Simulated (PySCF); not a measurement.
**Basis-set dependence of excited states**

CHClF2.
InChI=1S/CHClF2/c2-1(3)4/h1H

TDDFT with PBE0 (PySCF), vertical singlets, core orbitals frozen in the response, spherical d and f functions. Isolated species at its PBE0-D3(BJ)/def2-SVP geometry, gas phase.

```
      basis  functions  diffuse  S1 (eV)  S2 (eV)  S3 (eV)  S4 (eV)  S5 (eV)  LUMO (eV)  α (au)
     6-31G*         62       no     8.24     8.27     9.87    10.93    11.24       0.69    21.4
   def2-SVP         65       no     8.62     8.66    10.30    10.40    10.49       1.12    20.1
    6-31+G*         78      yes     7.98     8.03     8.91     8.99     9.53       0.04    25.8
  def2-SVPD        101      yes     7.99     8.06     9.23     9.31     9.63       0.08    30.7
aug-cc-pVDZ        105      yes     7.95     8.01     8.59     8.68     9.41      -0.11    30.3
  def2-TZVP        136       no     8.09     8.14     9.75    10.09    10.17       0.44    26.2
 def2-TZVPD        172      yes     7.82     7.89     8.79     8.86     9.37      -0.03    31.3
aug-cc-pVTZ        211      yes     7.89     7.96     8.56     8.65     9.36      -0.14    31.1
```

Q: How much do these states and the polarisability depend on the basis?

A: States are compared by their number. Against the largest diffuse basis here (aug-cc-pVTZ, itself not a converged limit), sets without diffuse functions differ by up to 0.73 eV in S1 and 1.89 eV in S5; the smaller diffuse sets differ by up to 0.10 and 0.28 eV. State by state, the largest deviation of a set without diffuse functions is S1 0.73, S2 0.71, S3 1.74, S4 2.28, S5 1.89 eV. The same number needn't mean the same state in each row. Against aug-cc-pVTZ the polarisability deviates by -31% in 6-31G*, -35% in def2-SVP, -17% in 6-31+G*, -1% in def2-SVPD, -3% in aug-cc-pVDZ, -16% in def2-TZVP, +1% in def2-TZVPD. A single + in a Pople set puts diffuse functions on heavy atoms only.
